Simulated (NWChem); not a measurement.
System: NH, triplet; SMILES [NH]

The following NWChem deck was run.

```
start job
memory heap 200 mb stack 900 mb global 1100 mb
geometry units angstroms noautosym nocenter noautoz
  N      0.000000     0.000000    -0.135965
  H      0.000000     0.000000     0.903678
end
basis spherical
  N library 6-31g*
  H library 6-31g*
end
dft
  odft
  mult 3
  xc pbe0
  iterations 150
end
cosmo
  do_cosmo_smd true
  solvent water
end
task dft energy
```

Geometry: optimised at PBE0-D3(BJ)/def2-TZVP, spin-unrestricted. No stability test was run on the SCF state. Solvent: water.

Solvent water, SMD (1 M gas to 1 M solution), gas-phase geometry. Reactions with the solvent are ignored.

Q: What results follow from this input? (PBE0/6-31G* (spherical d), spin-unrestricted, SMD on the gas-phase geometry.) Quantities: basis functions; solvation free energy (kcal/mol); cavity-dispersion-structure term (kcal/mol); dipole in solution (D).

A: 
- number of basis functions = 16
- solvation free energy (kcal/mol) = -2.6
- cavity-dispersion-structure term (kcal/mol) = 0.7
- dipole in solution (D) = 1.96
